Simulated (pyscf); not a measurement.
PySCF, gas phase, ωB97X-D3(BJ)/def2-SVP geometries.

**Question.** Estimate by transition-state theory (the high-pressure limit) the rate constant of H₃C–CH=C=NH → H₂C=CH–C≡N + H₂ (singlet surface; C–H, H–N broken, H–H formed) at 900 K, with ωB97M-D3(BJ)/def2-TZVP energies (ideal gas, 1 atm, RRHO with modes under 100 cm⁻¹ raised to 100, one conformer, R ln 2 for chiral ones without a mode under 150 cm⁻¹; no tunnelling).

**Answer.** The electronic barrier is 70.2 kcal/mol and the thermal terms add -1.1, so ΔG‡ = 69.1 kcal/mol. With k_BT/h = 1.88e+13 s⁻¹ and RT = 1.788 kcal/mol, k = 3.1e-04 s⁻¹, a half-life of 2.2e+03 s through this channel alone. Wigner's tunnelling factor for 1859i cm⁻¹ would be 1.37. A shift of 1 kcal/mol in the barrier changes k by a factor 1.7. H₃C–CH=C=NH lies 25.7 kcal/mol over its isomer H₃C–CH₂–C≡N (electronic energy, ωB97M-D3(BJ)/def2-TZVP). One saddle was located; it need not be the lowest between these sides.
